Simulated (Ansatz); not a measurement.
in.yaml

```yaml
crystal:
  periodic: [false, false, false]
  atoms:
    - {symbol: Ge, position_ang: [0.000000, 0.000000, 0.000000]}
    - {symbol: N, position_ang: [0.000000, 0.000000, 2.363000]}
basis:
  gaussian: {orbitals: cc-pVDZ}
total_charge: 1
magnetization: {spin_polarized: true, initial_magnetization: 2}
correlation: {method: ccsd_t, electrons: outside_noble_gas}
```

```sh
$ ansatz run in.yaml --threads 1 --pin off --events-out ev --progress --plain --max-ram 4096MiB --backend cpu
```

Log:

```
465 factors; integrals over basis functions are off by at most 5.1e-4 eV
mean field evaluation 1: about -57931.9391 eV, gradient 3.5e1 eV
mean field evaluation 2: about -57931.9764 eV, gradient 3.5e1 eV
mean field evaluation 4: about -57940.5333 eV, gradient 8.8e0 eV
mean field evaluation 8: about -57941.3037 eV, gradient 2.7e0 eV
mean field evaluation 16: about -57944.2694 eV, gradient 1.7e-1 eV
mean field evaluation 32: about -57944.2696 eV, gradient 3.3e-4 eV
mean field evaluation 64: about -57941.3035 eV, gradient 4.4e-4 eV
mean field evaluation 96: about -57942.1151 eV, gradient 1.1e1 eV
mean field evaluation 128: about -57943.9783 eV, gradient 5.0e-1 eV
mean field evaluation 160: about -57944.2312 eV, gradient 7.1e-1 eV
...
mean field evaluation 640: about -57941.4663 eV, gradient 1.8e0 eV
mean field evaluation 672: about -57941.4208 eV, gradient 1.5e0 eV
mean field evaluation 704: about -57941.4651 eV, gradient 1.8e0 eV
mean field evaluation 736: about -57941.5593 eV, gradient 7.8e-1 eV
mean field evaluation 768: about -57940.8336 eV, gradient 2.7e0 eV
mean field evaluation 800: about -57940.7602 eV, gradient 3.3e-1 eV
mean field evaluation 832: about -57938.4882 eV, gradient 1.4e1 eV
mean field evaluation 864: about -57936.7016 eV, gradient 2.8e1 eV
mean field evaluation 896: about -57940.6400 eV, gradient 5.7e0 eV
mean field -57944.26959990 eV, -2129.4126317596 hartree, gradient 2.6e-6 eV, S^2 2.985019; 19 other end points of the search recorded, 0 dependent functions left out
determinant -57944.26959990 eV, -2129.4126317596 hartree, with singles and doubles -57948.13068607 eV, -2129.5545240594 hartree
determinant -57943.96216435 eV, -2129.4013337116 hartree, with singles and doubles -57948.45939553 eV, -2129.5666039092 hartree
determinant -57942.71263764 eV, -2129.3554144520 hartree, with singles and doubles -57947.12335763 eV, -2129.5175054221 hartree
determinant -57942.53413924 eV, -2129.3488547568 hartree, with singles and doubles -57946.68108281 eV, -2129.5012521222 hartree
determinant -57942.50304286 eV, -2129.3477119860 hartree, with singles and doubles -57946.77291901 eV, -2129.5046270403 hartree
determinant -57941.30353207 eV, -2129.3036307775 hartree, with singles and doubles -57947.24187135 eV, -2129.5218607208 hartree
determinant -57940.95727604 eV, -2129.2909061030 hartree, with singles and doubles -57945.36046662 eV, -2129.4527203723 hartree
determinant -57940.79153670 eV, -2129.2848152945 hartree, with singles and doubles -57944.93997207 eV, -2129.4372674826 hartree
determinant -57940.77520042 eV, -2129.2842149476 hartree, with singles and doubles -57945.54751575 eV, -2129.4595943011 hartree
determinant -57944.26959990 eV, -2129.4126317596 hartree, with singles and doubles -57948.14048104 eV, -2129.5548840178 hartree
determinant -57943.96216435 eV, -2129.4013337116 hartree, with singles and doubles -57948.48067161 eV, -2129.5673857907 hartree
15 core orbitals not correlated: weight in the atoms' cores, before any rotation towards them, 1.000 or more for the frozen orbitals, at most 0.000 for the correlated occupied ones
reference -57943.96216435 eV, -2129.4013337116 hartree; 5, 3 occupied and 21, 23 virtual orbitals, 465 factors
second order -3.27109528 eV of doubles, -0.00000000 eV of singles
cycle   1  -4.51850609 eV  change    1.2e-6 eV  update   1.8e-6
perturbative correction -0.15507782 eV, -0.0056990048 hartree
Total energy: -57948.63574826 eV, -2129.5730847525 hartree
```

The determinant lies 0.31 eV above the lowest one of its kind in the log. Its ⟨S²⟩ is 2.60 against 2.00 for a pure state. The T1 diagnostic is 0.071.

Ran on 1 thread of AMD EPYC 7R13, shared host: 15 s wall, 0.14 GiB peak host memory.
